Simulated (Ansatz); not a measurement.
The input, for Ansatz 0.2.0:

```yaml
crystal:
  periodic: [false, false, false]
  atoms:
    - {symbol: C, position_ang: [0.000000, 0.000000, 0.000000]}
    - {symbol: Ga, position_ang: [0.000000, 0.000000, 2.032800]}
basis:
  gaussian: {orbitals: "6-31G*"}
total_charge: 1
correlation: {method: fic_mrcisd_q, electrons: outside_noble_gas, active_space: {window: {electrons: 2, orbitals: 4}, states: [{multiplicity: 1, weights: [0.5, 1, 1, 1]}]}}
```

```sh
$ ansatz run in.yaml --threads 1 --pin off --events-out ev --progress --plain --max-ram 2393MiB
```

The program prints:

```
789 factors; integrals over basis functions are off by at most 9.7e-8 eV
mean field evaluation 1: about -53340.3542 eV, gradient 2.2e1 eV
mean field evaluation 2: about -53340.3882 eV, gradient 2.2e1 eV
mean field evaluation 4: about -53342.6885 eV, gradient 2.7e0 eV
mean field evaluation 8: about -53342.7768 eV, gradient 6.4e-1 eV
mean field evaluation 16: about -53342.7862 eV, gradient 2.1e-6 eV
mean field evaluation 32: about -53342.6225 eV, gradient 3.6e0 eV
mean field evaluation 64: about -53339.0731 eV, gradient 2.6e1 eV
mean field evaluation 96: about -53323.4587 eV, gradient 2.2e1 eV
mean field evaluation 128: about -53327.6742 eV, gradient 1.7e1 eV
mean field evaluation 160: about -53342.8627 eV, gradient 4.8e-6 eV
mean field -53342.86270289 eV, -1960.3140472401 hartree, gradient 4.8e-6 eV, S^2 0.000000; 11 other end points of the search recorded, 0 dependent functions left out; unrestricted orbitals would lower it
reference -53342.78615679 eV, -1960.3112342231 hartree; 18, 18 occupied and 32, 32 virtual orbitals, 789 factors
state -53343.56726684 eV, -1960.3399394878 hartree
state -53343.56550953 eV, -1960.3398749077 hartree
state -53343.55990583 eV, -1960.3396689758 hartree
state -53343.42194744 eV, -1960.3345990985 hartree
...
state -53343.56726684 eV, -1960.3399394878 hartree; corrected -53347.62687941 eV, -1960.4891274979 hartree
...
state -53343.56550953 eV, -1960.3398749077 hartree; corrected -53347.66500937 eV, -1960.4905287482 hartree
...
state -53343.55990583 eV, -1960.3396689758 hartree; corrected -53347.67712043 eV, -1960.4909738216 hartree
...
contracted CI cycle   4: correlation -3.69939524 eV, -0.1359502675 hartree, residual 7.77e-1 eV
contracted CI cycle   5: correlation -3.71540577 eV, -0.1365386436 hartree, residual 3.34e-1 eV
contracted CI cycle   6: correlation -3.71831280 eV, -0.1366454751 hartree, residual 1.44e-1 eV
contracted CI cycle   7: correlation -3.71884719 eV, -0.1366651137 hartree, residual 5.71e-2 eV
contracted CI cycle   8: correlation -3.71892858 eV, -0.1366681044 hartree, residual 2.07e-2 eV
contracted CI cycle   9: correlation -3.71893991 eV, -0.1366685210 hartree, residual 8.43e-3 eV
contracted CI cycle  10: correlation -3.71894163 eV, -0.1366685840 hartree, residual 3.00e-3 eV
contracted CI cycle  11: correlation -3.71894185 eV, -0.1366685922 hartree, residual 9.93e-4 eV
contracted CI cycle  12: correlation -3.71894188 eV, -0.1366685931 hartree, residual 3.71e-4 eV
contracted CI cycle  13: correlation -3.71894188 eV, -0.1366685933 hartree, residual 1.55e-4 eV
state -53343.42194744 eV, -1960.3345990985 hartree; corrected -53347.64846744 eV, -1960.4899208434 hartree
Total energy: -53347.65829627 eV, -1960.4902820463 hartree
```

Natural occupations, averaged over the states: 0.7631 0.6599 0.5738 0.0031.

The total printed last is the weighted mean of the 4 states, 0.019 eV above the lowest of them, and is no single state's energy. The correction changes the order of the states.

Ran on 1 thread of Arm Neoverse V2, shared host: 7.5 s wall, 0.07 GiB peak host memory.
